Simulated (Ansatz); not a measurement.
```yaml
crystal:
  periodic: [false, false, false]
  atoms:
    - {symbol: B, position_ang: [0.000000, 0.000000, -1.447098]}
    - {symbol: C, position_ang: [0.000000, 0.000000, -0.076827]}
    - {symbol: S, position_ang: [0.000000, 0.000000, 1.523925]}
basis:
  gaussian: {orbitals: def2-TZVP}
magnetization: {spin_polarized: true, initial_magnetization: 3}
hamiltonian: {xc: pbe0}
relax: {f_tol: 0.004, max_steps: 80}
```

```sh
$ ansatz run in.yaml --threads 1 --pin off --events-out ev --progress --plain --max-ram 2176MiB
```

Steps of the relaxation (energy above the last step; positions in Å, forces in eV/Å):

```
3
step 1, 47.8 meV
B     0.000    0.000   -1.447    0.000    0.000   -0.749
C     0.000    0.000   -0.077    0.000    0.000    2.606
S     0.000    0.000    1.524    0.000    0.000   -1.857
```

```
3
step 2, 11.4 meV
B     0.000    0.000   -1.447    0.000    0.000   -0.249
C     0.000    0.000   -0.066    0.000    0.000    1.231
S     0.000    0.000    1.513    0.000    0.000   -0.982
```

```
3
step 3, 0.1 meV
B     0.000    0.000   -1.443    0.000    0.000   -0.037
C     0.000    0.000   -0.056    0.000    0.000   -0.067
S     0.000    0.000    1.500    0.000    0.000    0.104
```

```
3
step 4, 0.0 meV
B     0.000    0.000   -1.445    0.000    0.000   -0.001
C     0.000    0.000   -0.057    0.000    0.000    0.000
S     0.000    0.000    1.501    0.000    0.000    0.001
```

Close pairs at the end: B1–C2 1.388 Å, C2–S3 1.558 Å.

A stationary point of unrestricted PBE0 after 4 steps, with ⟨S²⟩ = 3.770 against 3.75 for a pure state; no frequencies were run, so it isn't proven a minimum. 14 s on 1 thread of Arm Neoverse V1, shared host.
